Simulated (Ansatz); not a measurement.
A made-up structure of CH3AlCl (charge -1), closed shell:

```
6
angstrom
C -0.9210 -0.0615 -0.7903
Al 0.5752 0.1982 0.5708
Cl 2.2438 -1.5359 1.1110
H -1.1250 -1.0704 -1.4463
H -1.7271 0.8272 -1.0267
H 0.9541 1.6425 1.5815
```

It is relaxed with PBE-D4/def2-SVPD and then PBE0-D4/def2-TZVPD (Ansatz 0.2.0). Atoms count as bonded within 1.22 times the sum of their covalent radii (H–H: 0.88 Å). The end point is not checked to be a true minimum.

Does its bonding change? (Judge from chemistry; the calculation decides.)

Computed: No: no bond forms or breaks.

Where it ends: The first stage lowers the energy by 1.05 eV in 5 steps. It ends as CH₃AlCl ([CH2][AlH][Cl]), total charge -1:
C1  (-0.823, -0.055, -0.705)
Al2  (0.514, 0.176, 0.510)
Cl3  (2.004, -1.371, 0.993)
H4  (-1.005, -0.955, -1.291)
H5  (-1.542, 0.739, -0.916)
H6  (0.851, 1.466, 1.411)
(Å)

Labels in which every atom is bracketed show which atoms are joined, not bond orders.

For scale, one of the runs: PBE0-D4/def2-TZVPD relaxation, 153 basis functions, launched by `ansatz run in.yaml --threads 2 --pin off --events-out ev --progress --plain --max-ram 4352MiB`. Hardware: 2 CPU threads of an Arm Neoverse V1, shared host. Wall time about 17 s.
